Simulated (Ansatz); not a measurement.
Geometry optimisation, RKS r2SCAN-D4/def2-SVP in Ansatz.

Input file:

```yaml
crystal:
  periodic: [false, false, false]
  atoms:
    - { symbol: B, position_ang: [0.007844, -0.036063, 0.438246] }
    - { symbol: C, position_ang: [0.007615, 0.399236, 1.961297] }
    - { symbol: H, position_ang: [-0.947336, 0.264687, 2.491299] }
    - { symbol: H, position_ang: [0.833793, -0.010447, 2.561705] }
    - { symbol: H, position_ang: [0.181894, 1.495971, 1.918802] }
    - { symbol: H, position_ang: [1.051375, -0.242399, -0.136623] }
    - { symbol: H, position_ang: [-1.007394, 0.023399, -0.219138] }
    - { symbol: P, position_ang: [-0.295567, -3.111947, 0.775194] }
    - { symbol: H, position_ang: [-0.820837, -2.774142, -0.507933] }
    - { symbol: H, position_ang: [1.060904, -2.949833, 0.356078] }
    - { symbol: H, position_ang: [-0.390792, -1.777162, 1.275773] }
basis:
  gaussian: { orbitals: def2-SVP }
hamiltonian:
  xc: r2scan
  dispersion: d4
relax:
  f_tol: 0.03
  max_steps: 50
output:
  orbitals: {}
```

Run as:

```bash
$ ansatz run input.yaml --threads 2 --pin off --max-ram 3072MiB --backend cpu --events-out ev --progress --plain --runs-dir out
```

Task: Where does it end, and by what steps?

Result: The forces met the threshold. The force dipped under the threshold on the way, but the program's further checks kept it going. After 31 steps the energy has fallen by 0.051 eV; H9 moved furthest, 0.90 Å.

```csv
step,energy less start (eV),largest force component (eV/Å),accepted
0,0.0000,0.459,yes
2,-0.0311,0.215,yes
4,-0.0383,0.047,yes
6,-0.0395,0.024,yes
8,-0.0423,0.035,yes
10,-0.0434,0.052,yes
12,-0.0429,0.225,no
14,-0.0451,0.060,yes
16,-0.0459,0.040,yes
18,-0.0451,0.168,no
20,-0.0474,0.084,yes
22,-0.0484,0.100,yes
24,-0.0490,0.071,yes
26,-0.0499,0.073,yes
28,-0.0507,0.059,yes
30,-0.0511,0.045,yes
31,-0.0513,0.024,yes
```

```xyz
11
Properties=species:S:1:pos:R:3
B -0.183 0.051 0.468
C 0.179 0.390 1.946
H -0.621 0.219 2.683
H 1.129 -0.030 2.312
H 0.327 1.492 1.916
H 0.681 -0.161 -0.352
H -1.323 0.162 0.071
P -0.358 -3.220 0.633
H 0.036 -2.941 -0.712
H 0.861 -2.712 1.177
H -1.046 -1.969 0.774
```

Whether the end is a true minimum wasn't checked by a vibrational analysis.

The run took 77 s on 2 threads of Arm Neoverse V1 (shared host), peak memory 0.14 GiB.
